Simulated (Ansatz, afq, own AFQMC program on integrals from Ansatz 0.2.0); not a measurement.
**Where AFQMC and coupled cluster stand for AlPH, doublet**

```csv
atom,x (Å),y (Å),z (Å)
Al,0.0000,0.0000,0.8042
P,0.0000,0.0000,-3.1898
H,0.0000,0.0000,2.3856
```

Connectivity, by distances: AlH ··· P.

Basis 6-31G. Noble-gas cores (and the filled d shells of Ga–Kr and In–Xe) are frozen. Ansatz 0.2.0 and our own AFQMC program on the same integrals; the CISD trial comes from CCSD amplitudes, and released means the phaseless constraint is let go. Uncertainties: one standard error, sampling alone.

Determinant: ROHF, the one that the program's search chose, which needn't be the lowest solution. The geometry is a point of a scan.

Full CI is exact in this basis; its frozen core comes from its own orbitals, which moves totals by up to a few meV.

Cautions: a spin-contaminated unrestricted determinant lies lower (UHF 1.26 eV lower, ⟨S²⟩ 2.70); strong correlation (T1 0.045, weight of the determinant 0.73, largest double 0.34); CCSD(T) is in doubt: among natural orbitals it converges to other amplitudes; the released energies are still falling, so no released level is given (meV from the phaseless value at times in 1/Eh: -1 ± 3 at 0.24, -3 ± 3 at 0.51, -5 ± 3 at 0.99, -11 ± 4 at 1.62, -16 ± 4 at 2.40); full CI with its own frozen core; a state of higher spin lies lower (by 1.38 eV).

The T1 diagnostic is 0.0450, the weight of the determinant in the CISD state is 0.729 and the size of the correlated space is 9 electrons in 18 orbitals.

| level | correlation energy (eV) |
| --- | --- |
| MP2 | -1.3902 |
| CCSD | -2.2088 |
| CCSD(T) | -2.2903 |

(1) Estimate where phaseless AFQMC with a CISD trial lies against CCSD(T) on the same integrals.

(1) 2.4 ± 0.3 kJ/mol above CCSD(T).

Reference: full CI, correlation energy -2.576 eV. The cautions show a poor starting determinant, so the rows tell how each method copes with it here, and full CI is the sure value.

```json
{"level": "CCSD(T)", "E − E(reference) (kJ/mol)": "27.5", "share of correlation (%)": "88.92"}
{"level": "ph-AFQMC/CISD", "E − E(reference) (kJ/mol)": "30.0 ± 0.3", "share of correlation (%)": "87.94"}
```

A walk keeps the symmetry of its determinant, which the program's search chose and which needn't be the lowest solution, so a lower state of the same spin and another symmetry isn't excluded.
